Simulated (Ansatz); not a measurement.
Saddle point of SiNH5S, closed shell (SiNH₅S ([NH2][SiH2][SH]) → SiNH₃ ([NH][SiH2]) + H₂S; bonds formed: S2–H4; bonds broken: Si1–S2, N3–H4), PBE0-D4/def2-TZVP structure:

Si1  (-0.353, 0.244, 0.763)
S2  (1.333, 0.532, -1.076)
N3  (-1.203, -0.783, -0.156)
H4  (0.238, -0.370, -1.230)
H5  (0.618, -0.304, 1.740)
H6  (-0.682, 1.656, 1.118)
H7  (2.151, -0.428, -0.612)
H8  (-2.103, -0.546, -0.547)
(Å)

Energies are electronic, without zero-point energy. Barriers and step energies count from the start structure reached by relaxing down the imaginary mode; all methods use the PBE0-D4 structures, on which another method's saddle can fall below an end. Computed with Ansatz 0.2.0 (basis: def2-TZVPP, with def2-QZVPP for the basis limit); correlated methods freeze the cores. B3LYP uses VWN-RPA correlation. Extrapolation: Hartree–Fock as exp(−7.88 √X), correlation as X^−2.97.

```
      method  barrier (kJ/mol)  step energy (kJ/mol)
       SPW92             254.7                 261.2
      PBE-D4             258.7                 248.1
     BLYP-D4             258.1                 235.4
   r2SCAN-D4             277.9                 264.2
      B97M-V             286.8                 266.0
     PBE0-D4             285.1                 271.1
    B3LYP-D4             280.6                 256.5
  r2SCAN0-D4             295.6                 279.7
    BHLYP-D4                 ?                 280.6
CAM-B3LYP-D4             293.7                 269.4
     wB97X-V                 ?                 275.8
     wB97M-V             290.5                 268.0
      B2PLYP             285.5                 261.2
    PBE-QIDH                 ?                 281.2
  RPA on PBE             280.8                 251.1
          HF             346.0                 299.0
         MP2             287.2                 267.2
        CCSD             302.2                 272.6
     CCSD(T)             290.3                 264.8
```

Problem. Fill in the withheld barriers. (An estimate is asked for; the value comes from the calculation.)

Solution. Computed: BHLYP-D4 309.4; PBE-QIDH 298.0; wB97X-V 298.5 kJ/mol. Each is the energy of the saddle less that of the start structure, by the same method.

For comparison, the barrier by CCSD(T) at an estimated basis limit (MP2 extrapolated from triple and quadruple zeta, plus CCSD(T) − MP2 in triple zeta) is 290.2 kJ/mol.

No T1 diagnostic of these runs exceeds 0.016. The end structure is not quite a true minimum (one mode of 63i cm⁻¹).

Labels in which every atom is bracketed show which atoms are joined, not bond orders.

For scale, one of the runs: CCSD(T)/def2-TZVPP, 185 basis functions, launched by `ansatz run in.yaml --threads 2 --pin off --events-out ev --progress --plain --max-ram 4352MiB`. Time: 29 s of wall clock on 2 CPU threads of an Intel Xeon Platinum 8259CL; the host was shared. Peak host memory: 1.8 GiB.
